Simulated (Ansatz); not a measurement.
Consider the atomization: `FC1(F)CC1` → 3 C• + 2 F• + 4 H•.

Isolated molecules relaxed with PBE0-D4/def2-TZVP in Ansatz; ΔE leaves out vibrations. CCSD(T)/CBS is the MP2 limit (def2-TZVPP, def2-QZVPP) plus CCSD(T) − MP2 in def2-TZVPP, frozen cores. This one scheme is used for every species, atoms too. DFT in def2-TZVPP. No spin–orbit coupling; open shells (•) take unrestricted orbitals. Spin–orbit coupling would lower the free atoms: a little for C, F.

```json
{"level": "BLYP", "ΔE (eV)": "37.55"}
{"level": "CCSD/CBS(def2)", "ΔE (eV)": "37.15"}
```

Question: What does CCSD(T)/CBS give? (Best estimate.)

Answer: Ansatz gave: +37.78 eV. The listed levels differ from it by -0.23, -0.63 eV.

Largest T1 diagnostic among the species: 0.011.

From PBE to PBE0 (25 % exact exchange), in def2-TZVPP and without D4, ΔE moves by −0.93 eV: exact exchange takes away binding that semilocal exchange gives to molecules. In def2-TZVPP, CCSD(T) changes the Hartree–Fock value by +9.66 eV (the triples alone add +0.64 eV) and MP2 by +10.72 eV; breaking electron pairs costs correlation energy, which Hartree–Fock lacks. Leaving LDA and LC-ωPBE aside and taking each functional with its dispersion term where it has one, the values, not all of them listed here, spread over 2.93 eV, from BHLYP-D4 to PBE-D4. LDA lies +5.48 eV from PBE without D4, its usual overbinding.

For atomizations the MP2-based limit and the directly extrapolated one differ by several kJ/mol either way, and by 10 to 25 for some Ge, Se and Sn compounds, so smaller differences from it don't rank the levels.
